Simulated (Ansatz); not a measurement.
A nudged elastic band was laid between two geometries of H4OSi (6 atoms, charge 0, multiplicity 1).

Computed with RKS BHLYP/6-31G* in Ansatz.

```
movable images  : 5
climbing image  : yes
spring          : 20.0 eV/Å²
optimiser       : quadratic models (default)
start path      : through a guess of the saddle point
force threshold : 0.05 eV/Å
iteration limit : 60
end points      : relaxed
```

Initial state:

```xyz
6
Properties=species:S:1:pos:R:3
Si 0.302 -0.020 0.083
O 0.589 -0.114 1.705
H -0.166 -0.174 2.287
H 1.619 0.054 -0.567
H -0.493 1.176 -0.272
H -0.431 -1.203 -0.419
```

Final state:

```xyz
6
Properties=species:S:1:pos:R:3
Si 0.022 0.169 -0.739
O 0.938 0.135 1.133
H 0.418 -0.308 1.808
H 1.795 -0.296 1.093
H -1.009 1.099 -0.145
H -0.744 -1.080 -0.332
```

Problem. Which bonds break or form, and what moves?

Solution. Bonds broken: Si1–H4. Bonds formed: O2–H4.

Problem. What energy profile does the band end with?

Solution. The forces met the threshold. The highest image is number 4 of 0 to 6, 3.78 eV above the first end and 1.27 eV above the last; the last end lies 2.51 eV above the first. Neighbouring images differ by up to 2.4 eV, so the band resolves the path poorly. Another band between the same ends (5 images) ends at a top of the same energy, where a vibrational analysis finds 1 clearly imaginary mode. The orbitals stay closed-shell, which can raise the energy where a bond breaks towards radicals; this wasn't checked here.

| image | path coordinate (Å) | energy (eV) | Si1–H4 (Å) | O2–H4 (Å) |
| --- | --- | --- | --- | --- |
| 0 | 0.00 | 0.00 | 1.47 | 2.50 |
| 1 | 0.62 | 0.02 | 1.48 | 2.57 |
| 2 | 1.24 | 0.02 | 1.48 | 2.52 |
| 3 | 1.86 | 1.34 | 1.47 | 1.94 |
| 4 | 2.48 | 3.78 | 1.62 | 1.27 |
| 5 | 3.12 | 2.65 | 2.27 | 0.96 |
| 6 | 3.76 | 2.51 | 2.59 | 0.96 |

Problem. What is the geometry of the highest image?

Solution. 
```xyz
6
Properties=species:S:1:pos:R:3
Si 0.155 0.055 -0.329
O 0.693 0.179 1.483
H 0.560 -0.637 1.980
H 1.526 -0.010 0.537
H -0.728 1.231 -0.523
H -0.785 -1.099 -0.330
```

Run time: 84 s on 1 thread of Arm Neoverse V2, on a shared host, peak memory 0.088 GiB.
